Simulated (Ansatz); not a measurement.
Mulliken charges of `C/C(Cl)=C/F` from B3LYP/def2-TZVPP in Ansatz (PBE0-D4/def2-TZVP geometry).

```tsv
atom	x (Å)	y (Å)	z (Å)	charge (e)
C1	-0.268	0.316	1.090	-0.212
C2	-0.317	-0.105	-0.333	0.060
Cl3	-1.884	-0.341	-1.009	-0.101
C4	0.762	-0.301	-1.075	0.063
F5	0.714	-0.678	-2.349	-0.189
H6	0.766	0.435	1.417	0.079
H7	-0.753	-0.425	1.729	0.101
H8	-0.790	1.266	1.229	0.101
H9	1.770	-0.168	-0.700	0.099
```

Task: By hand: the dipole of these point charges (1 e Å = 4.8032 D).

Result: Σ q r = (0.221, 0.173, 0.568) e Å, of length 0.634 e Å = 3.05 D.

Task: How does the dipole of the full density compare? (An estimate is asked.)

Result: The calculation gave: (0.248, 0.133, 0.431) e Å, 2.47 D; the point charges give 1.23 times that, at 8° from its direction.

Point charges leave out the atoms' own dipoles, such as those of lone pairs, and Mulliken's split depends on the basis, so the two needn't agree.

B3LYP here is the variant with VWN-RPA as its local correlation; programs differ in this.
